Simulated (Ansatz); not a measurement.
# How far each method lies from RCCSDT(Q) for Cl–GeH2–Cl, singlet

Geometry: displaced at random from a stationary point.

```xyz
5

Ge   -0.0102   -0.6054    0.0165
Cl   -0.0110    0.6312   -1.7298
Cl    0.0369    0.6905    1.6979
H     1.2288   -1.4376   -0.0075
H    -1.4029   -1.4215   -0.0590
```

Basis cc-pVDZ; Ansatz 0.2.0. Only valence electrons are correlated (noble-gas cores and the filled d shells of p-block atoms frozen), which leaves 20 electrons in 49 orbitals. R marks a restricted (for open shells ROHF) determinant. Active spaces: frontier = (8e, 8o) about the gap. No spin–orbit coupling is included, and no scalar relativity.

Full CI isn't at hand for all of this; RCCSDT(Q) serves as the reference, and is uncertain by about the last step of the cluster series.

```
UHF ⟨S²⟩                          : 0.000
T1 diagnostic (RCCSD)             : 0.0086
largest doubles amplitude (RCCSD) : 0.024
```

```json
{"level": "RHF", "E − E(RCCSDT(Q)) (kcal/mol)": "257.03", "share of correlation (%)": "0.00", "wall time": "–"}
{"level": "RMP2", "E − E(RCCSDT(Q)) (kcal/mol)": "30.30", "share of correlation (%)": "88.21", "wall time": "–"}
{"level": "RCCSD", "E − E(RCCSDT(Q)) (kcal/mol)": "6.25", "share of correlation (%)": "97.57", "wall time": "–"}
{"level": "RCCSD(T)", "E − E(RCCSDT(Q)) (kcal/mol)": "1.00", "share of correlation (%)": "99.61", "wall time": "16 s"}
{"level": "BCCD(T)", "E − E(RCCSDT(Q)) (kcal/mol)": "0.96", "share of correlation (%)": "99.62", "wall time": "7.5 s"}
{"level": "RCCSDT", "E − E(RCCSDT(Q)) (kcal/mol)": "0.49", "share of correlation (%)": "99.81", "wall time": "–"}
{"level": "CASSCF (frontier space)", "E − E(RCCSDT(Q)) (kcal/mol)": "216.62", "share of correlation (%)": "15.72", "wall time": "–"}
{"level": "MRCISD (frontier space)", "E − E(RCCSDT(Q)) (kcal/mol)": "25.93", "share of correlation (%)": "89.91", "wall time": "–"}
{"level": "MRCISD+Q (frontier space)", "E − E(RCCSDT(Q)) (kcal/mol)": "3.13", "share of correlation (%)": "98.78", "wall time": "1.9 min"}
```

The correlation energy at RCCSDT(Q), counted from RHF, is -11.146 eV. That run took 4.3 min on 1 thread of Intel Xeon, shared host.

Times hold each run's SCF and search for its determinant on a shared host, so for small cases they say little of a method's own cost; they ran on 1 thread of Intel Xeon.
